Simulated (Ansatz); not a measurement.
Species: CH6Si, charge 0, singlet. CH6Si (SMILES C[SiH3]).
B3LYP-D3(BJ)/def2-TZVP minimum from Ansatz (a quantum-chemistry and plane-wave program):
```
Si
H 1 1.4834
H 1 1.4834 2 108.30
H 1 1.4834 2 108.30 3 -117.24
C 1 1.8761 2 110.62 4 -121.38
H 5 1.0915 1 110.87 2 60.00
H 5 1.0915 6 108.04 1 -121.68
H 5 1.0915 6 108.04 7 -116.65
```
Charge 0, spin multiplicity 1.

Hartree-Fock and CCSD correlation energies in hartree (Ansatz). Open shells are spin-unrestricted; no spin-orbit coupling. Correlated methods leave the cores frozen. No relativity.

```
basis        X       E(HF)  E(corr, CCSD)
-----------  -  ----------  -------------
cc-pV(T+d)Z  3  -330.32571       -0.35723
cc-pV(Q+d)Z  4  -330.33210       -0.37382
cc-pV(5+d)Z  5  -330.33345       withheld
```

Problem. Fit E(corr) = E∞ + A/X³ to X = 3 and 4, predict X = 5, and compare with the run.

Solution. A = (-0.35723 - (-0.37382))/(1/27 - 1/64) = 0.7748; E∞ = -0.37382 - A/64 = -0.38593; at X = 5, E∞ + A/125 = -0.37973. The run gave -0.37874, 0.99 mEh above the prediction. The same form on X = 4 and 5 gives E∞ = -0.38390, 2.02 mEh above the first estimate.
